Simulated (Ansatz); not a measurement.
Compare A (`C#CC(C)O`) with its isomer B (`C=COC=C`).

Computed with Ansatz on PBE0-D4/def2-TZVP structures; ΔE is electronic, products minus reactants. CCSD(T)/CBS adds triple-zeta CCSD(T) − MP2 to the extrapolated MP2 energy (def2 sets, frozen cores). Functionals use def2-TZVPP. B3LYP here is the variant with VWN-RPA as its local correlation; programs differ in this. Each species was taken in one conformer, which may not be the lowest.

A:

```xyz
11

C     0.910    1.362    1.632
C     0.568    0.730    0.670
C     0.159   -0.020   -0.518
C    -0.595   -1.285   -0.159
O    -0.686    0.752   -1.354
H     1.208    1.920    2.488
H     1.073   -0.296   -1.065
H    -0.877   -1.808   -1.074
H    -1.499   -1.034    0.398
H     0.028   -1.940    0.451
H    -0.287    1.619   -1.469
```

B:

```xyz
11

C    -1.572    0.223   -1.015
C    -0.820    1.124   -0.397
O     0.330    0.901    0.286
C     0.606   -0.373    0.677
C     1.848   -0.812    0.791
H    -1.317   -0.827   -1.064
H    -2.473    0.551   -1.514
H    -1.059    2.180   -0.392
H    -0.267   -0.967    0.934
H     2.693   -0.195    0.516
H     2.030   -1.804    1.179
```

(1) Which isomer does CCSD(T)/CBS put lower? Give the gap. (Best estimate.)

(2) Give E(B) − E(A) in kcal/mol with CCSD(T)/def2-SVP, B3LYP-D4, HF/def2-TZVPP, LDA (SPW92), MP2/def2-TZVPP, PBE0-D4, CCSD(T)/def2-TZVPP. (Estimate.)

(3) Does the order hold for the free energy at 298.15 K (harmonic terms from PBE0-D4)? (Best estimate.)

Largest T1 diagnostic: 0.013.

Results:

(1) Computed: B, by 5.4 kcal/mol.

(2) Ansatz gave: CCSD(T)/def2-SVP -7.9, B3LYP-D4 -10.4, HF/def2-TZVPP -7.3, LDA (SPW92) -12.8, MP2/def2-TZVPP -2.3, PBE0-D4 -9.6, CCSD(T)/def2-TZVPP -5.9. None reverses the order clearly.

(3) Ansatz gave: Yes: G(B) − G(A) = -5.0 kcal/mol, for one conformer each.

At CCSD(T), def2-SVP lies −2.5 kcal/mol from the extrapolated value and def2-TZVPP −0.5 kcal/mol. In def2-TZVPP, CCSD(T) changes the Hartree–Fock value by +1.3 kcal/mol (the triples alone add −0.5 kcal/mol) and MP2 by +5.0 kcal/mol.
